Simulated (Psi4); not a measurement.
**Si2H5 (SMILES [SiH2][SiH3]): UMP2/def2-QZVP (density fitting, density fitting for correlation, sweep point 5)**

What is the energy change on altering one bond length of Si2H5 at UMP2/def2-QZVP (density fitting, density fitting for correlation, sweep point 5)? 

The results are computed with Psi4 1.11.

## (1) Starting point

Si2H5 has 7 atoms, charge 0, and is taken as a doublet. As SMILES, `[SiH2][SiH3]`. The shape is that of a PBE0-D4/def2-TZVP optimisation.

Bond lengths: Si1–Si2 2.324 Å, Si1–H3 1.489 Å, Si1–H4 1.488 Å, Si2–H5 1.487 Å, Si2–H6 1.490 Å, Si2–H7 1.487 Å. Angles: Si1–Si2–H5 109.0°, Si1–Si2–H6 112.7°, Si1–Si2–H7 109.0°, Si2–Si1–H3 114.5°, Si2–Si1–H4 114.5°, H5–Si2–H6 108.5°, H5–Si2–H7 109.1°, H6–Si2–H7 108.5°, H3–Si1–H4 109.9°.

## (2) A single-point energy at UMP2/def2-QZVP (density fitting, density fitting for correlation, sweep point 5)

Contents of h5si2.inp:

```
memory 1600 MB

molecule geom {
  0 2
  Si    -0.209600    -1.361200    -0.191100
  Si     0.357900     0.889200    -0.062000
  H     -0.002600    -2.123900     1.070300
  H     -1.573600    -1.624600    -0.725600
  H      0.210000     1.502800    -1.408000
  H     -0.495800     1.643100     0.898600
  H      1.774900     1.006800     0.372200
  symmetry c1
}

set basis def2-QZVP
set reference uhf
set puream true
set scf_type df
set num_frozen_docc 10
set maxiter 150

energy("mp2")
print_variables()
```

Started as:

```bash
$ psi4 -i h5si2.inp -o h5si2.out -n 1
```

h5si2.out:

```text
[...]
  Running in c1 symmetry.
[...]
  Nuclear repulsion =   82.797384022765954
[...]
  Multiplicity = 2
[...]
  Nalpha       = 17
  Nbeta        = 16
[...]
    Number of basis functions: 290
[...]
   @DF-UHF iter   1:  -580.70876006239632   -6.44702e-01   9.49900e-04 ADIIS/DIIS
[...]
   @DF-UHF iter  12:  -580.76649177042214   -8.81073e-11   6.63775e-09 DIIS
[...]
   @S^2 Observed:                7.599471692E-01
[...]
    Orbital Energies [Eh]
    ---------------------
    Alpha Occupied:
       1A    -68.782539     2A    -68.777621     3A     -6.131576
       4A     -6.125579     5A     -4.245078     6A     -4.234637
       7A     -4.234615     8A     -4.232059     9A     -4.231816
      10A     -4.231439    11A     -0.759646    12A     -0.673478
      13A     -0.503314    14A     -0.493472    15A     -0.476197
      16A     -0.424587    17A     -0.324146
    Alpha Virtual:
      18A      0.082726    19A      0.108623    20A      0.111438
      21A      0.123190    22A      0.126772    23A      0.145629
      24A      0.153230    25A      0.163217    26A      0.165451
[...]
  @DF-UHF Final Energy:  -580.76649177042214
   => Energetics <=
    Nuclear Repulsion Energy =             82.7973840227659537
    One-Electron Energy =                -969.8074701636591044
    Two-Electron Energy =                 306.2435943704709302
    Total Energy =                       -580.7664917704221352
  UHF NO Occupations:
  HONO-2 :   15  A 1.9994878
  HONO-1 :   16  A 1.9960736
[...]
 Multipole Moments:
 ------------------------------------------------------------------------------------
     Multipole            Electronic (a.u.)      Nuclear  (a.u.)        Total (a.u.)
 ------------------------------------------------------------------------------------
 L = 1.  Multiply by 2.5417464519 to convert [e a0] to [Debye]
 Dipole X            :          0.3841410           -0.3934292           -0.0092882
 Dipole Y            :         -1.3330082            1.3612984            0.0282902
 Dipole Z            :         -0.7058782            0.7220243            0.0161462
 Magnitude           :                                                    0.0338719
[...]
```

Run time: 8.7 s. Hardware: 1 thread of Intel Xeon Platinum 8259CL at 2.50GHz (Skylake/Cascade Lake), shared host; peak memory 0.64 GiB.

## (3) The distorted shape at the same level

Contents of h5si2.in:

```
memory 1.6 GB

molecule system {
  0 2
  Si    -0.313103    -0.979839    -0.821818
  Si     0.254397     1.270561    -0.692718
  H     -0.002600    -2.123900     1.070300
  H     -1.677103    -1.243239    -1.356318
  H      0.106497     1.884161    -2.038718
  H     -0.599303     2.024461     0.267882
  H      1.671397     1.388161    -0.258518
  units angstrom
  symmetry c1
}

set reference uhf
set puream true
set scf_type df
set num_frozen_docc 10
set maxiter 150

result, w = energy('mp2/def2-QZVP', return_wfn=True)
```

Started as:

```bash
$ psi4 h5si2.in h5si2.out -n 1
```

h5si2.out:

```text
[...]
  Running in c1 symmetry.
[...]
  Nuclear repulsion =   80.691669588540421
[...]
  Multiplicity = 2
[...]
  Nalpha       = 17
  Nbeta        = 16
[...]
    Number of basis functions: 290
[...]
   @DF-UHF iter   1:  -580.62443853538730   -7.44356e-01   9.41001e-04 ADIIS/DIIS
[...]
   @DF-UHF iter  17:  -580.68682793475045   -4.16094e-11   4.74865e-09 DIIS
[...]
   @S^2 Observed:                7.616327187E-01
[...]
    Orbital Energies [Eh]
    ---------------------
    Alpha Occupied:
       1A    -68.829050     2A    -68.791468     3A     -6.172337
       4A     -6.139285     5A     -4.284836     6A     -4.274718
       7A     -4.274484     8A     -4.246075     9A     -4.245354
      10A     -4.245049    11A     -0.764235    12A     -0.665310
      13A     -0.503568    14A     -0.501941    15A     -0.460048
      16A     -0.384820    17A     -0.331738
    Alpha Virtual:
      18A      0.040960    19A      0.083381    20A      0.107852
      21A      0.112613    22A      0.120856    23A      0.132851
      24A      0.149926    25A      0.157771    26A      0.167945
[...]
  @DF-UHF Final Energy:  -580.68682793475045
   => Energetics <=
    Nuclear Repulsion Energy =             80.6916695885404209
    One-Electron Energy =                -965.0005752530645395
    Two-Electron Energy =                 303.6220777297736504
    Total Energy =                       -580.6868279347504540
  UHF NO Occupations:
  HONO-2 :   15  A 1.9987595
  HONO-1 :   16  A 1.9959386
[...]
 Multipole Moments:
 ------------------------------------------------------------------------------------
     Multipole            Electronic (a.u.)      Nuclear  (a.u.)        Total (a.u.)
 ------------------------------------------------------------------------------------
 L = 1.  Multiply by 2.5417464519 to convert [e a0] to [Debye]
 Dipole X            :          0.2219893           -0.3044893           -0.0825000
 Dipole Y            :         -0.5517193            1.0335960            0.4818767
 Dipole Z            :         -1.7676196            1.2639985           -0.5036211
 Magnitude           :                                                    0.7018872
[...]
```

Wall time 9.9 s (1 thread of Intel Xeon Platinum 8259CL at 2.50GHz (Skylake/Cascade Lake), shared host); peak memory 0.65 GiB.

## (4) Results

Level: UMP2/def2-QZVP (density fitting, density fitting for correlation, sweep point 5), 10 core orbitals frozen.

| quantity | value |
| --- | --- |
| first shape: total energy | -581.02224 Eh |
| first shape: HOMO energy (Hartree–Fock orbitals) (highest over α and β) | -8.82 eV |
| first shape: LUMO energy (Hartree–Fock orbitals) (lowest over α and β) | 0.83 eV |
| first shape: correlation energy (10 core orbitals frozen) | -255.8 mEh |
| first shape: ⟨S²⟩ of the reference determinant | 0.760 |
| distorted shape: total energy | -580.94558 Eh |
| distorted shape: HOMO energy (Hartree–Fock orbitals) (highest over α and β) | -9.03 eV |
| distorted shape: LUMO energy (Hartree–Fock orbitals) (lowest over α and β) | 0.44 eV |
| distorted shape: correlation energy (10 core orbitals frozen) | -258.8 mEh |
| distorted shape: ⟨S²⟩ of the reference determinant | 0.762 |
| energy change with the Si1–H3 bond stretched from 1.489 to 2.233 Å | 2.086 eV |

With the Si1–H3 bond stretched from 1.489 to 2.233 Å the energy rises by 2.09 eV (201 kJ/mol). The first shape isn't relaxed at this level, so the change isn't measured from a minimum.
